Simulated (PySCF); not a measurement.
**Orbital picture of SF**

PBE0 at R = 1.599 Å; basis S def2-TZVP, F def2-TZVP; no relativity; PySCF 2.14. State: ²Π (doublet), unpaired electrons π ↑. Only the outer orbitals are listed, counted within each symmetry.

| spin | orbital | occ. | ε (eV) | on S (%) | main shells (%) |
| --- | --- | --- | --- | --- | --- |
| α | 5σ | 1 | -34.88 | 11 | 88 F s |
| α | 6σ | 1 | -20.50 | 73 | 73 S s, 19 F p |
| α | 7σ | 1 | -14.25 | 46 | 52 F p, 24 S p, 20 S s |
| α | 2π | 1 | -14.24 | 17 | 82 F p, 15 S p |
| α | 2π | 1 | -13.77 | 14 | 86 F p, 11 S p |
| α | 3π | 1 | -8.82 | 86 | 85 S p, 14 F p |
| α | 3π | 1 | -7.56 | 90 | 89 S p, 10 F p |
| α | 8σ | 0 | -1.59 | 96 | 84 S p, 12 F p |
| α | 4π | 0 | 6.91 | 101 | 94 S p |
| α | 4π | 0 | 7.51 | 101 | 95 S p |
| β | 5σ | 1 | -34.63 | 10 | 88 F s |
| β | 6σ | 1 | -19.50 | 66 | 65 S s, 26 F p |
| β | 7σ | 1 | -13.76 | 53 | 46 F p, 28 S s, 24 S p |
| β | 2π | 1 | -13.66 | 13 | 87 F p, 11 S p |
| β | 2π | 1 | -13.32 | 12 | 88 F p, 9 S p |
| β | 3π | 1 | -7.23 | 90 | 90 S p, 10 F p |
| β | 3π | 0 | -4.33 | 92 | 92 S p |
| β | 8σ | 0 | -1.15 | 98 | 85 S p, 11 F p |
| β | 4π | 0 | 7.65 | 101 | 95 S p |

Which are the highest filled and the lowest empty level, where do they sit, and how wide is the gap?

Highest filled β 3π at -7.23 eV (in %: 90 S p, 10 F p); lowest empty β 3π at -4.33 eV (in %: 92 S p); the gap at PBE0 is 2.90 eV. Both belong to one degenerate shell, split only by its one-sided filling, so this is no excitation gap.

```json
{"bond order (Mayer)": "1.05", "⟨S²⟩": "0.755", "charge on S (Mulliken, basis-dependent)": "0.19", "charge on S (Löwdin, basis-dependent)": "0.16", "dipole moment (positive dipole means S(−)F(+))": "-0.82 D", "polarisability along the bond": "20.5 bohr³", "polarisability across the bond": "13.1 bohr³"}
```

Shares are Mulliken populations and can fall outside 0 to 100 %.

The state was picked by a PBE0 search and need not be the measured ground state.
